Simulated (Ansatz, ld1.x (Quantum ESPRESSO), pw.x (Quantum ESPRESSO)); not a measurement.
From atom to crystal: TM potential for technetium (Tc)

- Element: Tc (Z = 43)
- Generator: ld1.x (Quantum ESPRESSO) 7.5
- Type: norm-conserving Troullier–Martins (Kleinman–Bylander form)
- Functional: PBEsol
- Relativity: scalar-relativistic
- Frozen core: [Kr]
- Valence charge: 7
- Reference configuration: 4d6 5s1 5p0
- Partial waves: 5s (bound): rc 2.05 bohr; 4d (bound): rc 2.35 bohr; 5p (bound, empty): rc 3.75 bohr
- Local potential: the p channel
- Core correction: Bessel-smoothed model core inside 1.30 bohr

Atomic tests: cutoffs needed: 35 Ry and 45 Ry (the cutoffs (Ry, on a coarse ladder) from which the occupation-weighted sum of valence levels, in a spherical-Bessel basis at the reference potential, stays within 10 and 1 mRy of its value at 400 Ry); ghost test: no extra level below or beside the all-electron valence levels (s, d, p, f tested) (spherical-Bessel basis up to 400 Ry, 20 bohr box); configuration tests: 1 of 7 tests not solved or not reliable.

Crystal test: bcc Tc in pw.x 7.5, no spin, 15³ k-points, Fermi–Dirac smearing 0.01 Ry, cutoffs 55/220 Ry. The reference is all-electron LAPW (Ansatz 0.2.0) with the same functional, mesh and smearing; V0 and B0 come from Birch–Murnaghan fits to the pressures at five volumes. Errors are pseudo minus all-electron; Δ is the rms difference of the E(V) curves that follow from these fits, minima aligned, over ±6 % about the mean V0. Mesh and smearing are coarse, so the numbers serve the comparison and aren't converged zero-temperature values; the lattice is a test structure that the element need not adopt.

All-electron: a0 = 3.051 Å (V0 = 14.20 Å³/atom), B0 = 316.6 GPa.

**Question.** How far does the potential miss the all-electron equation of state?

**Answer.** mean pressure error (GPa): +50.11. The pressure does not cross zero within the volumes sampled, so no fit is given. The largest radius (3.75 bohr) exceeds half the bond length (2.50 bohr), so the spheres overlap, which is one possible source of error among others. This is a poor potential for the solid. Atomic configuration tests: 1 of 7 tests not solved or not reliable.

| V (Å³/atom) | P all-electron (GPa) | P pseudo (GPa) |
| --- | --- | --- |
| 13.494 | 18.26 | 79.22 |
| 13.849 | 8.52 | 63.36 |
| 14.204 | 0.02 | 49.50 |
| 14.559 | -7.38 | 37.37 |
| 14.914 | -13.82 | 26.73 |

**Question.** At the middle volume, how do free energy and pressure move when the wave cutoff is lowered (ecutrho kept at four times it)?

**Answer.**

```csv
cutoff (Ry),shift of F (meV/atom),shift of P (GPa)
25,+2108.4,-109.88
33,+133.3,-12.00
44,+8.2,+0.28
```

The run at the middle volume (120 k-points, 6 iterations) took about 11 s on one core of a shared host (Neoverse-N1, 64 threads, 124 GiB, load 57).
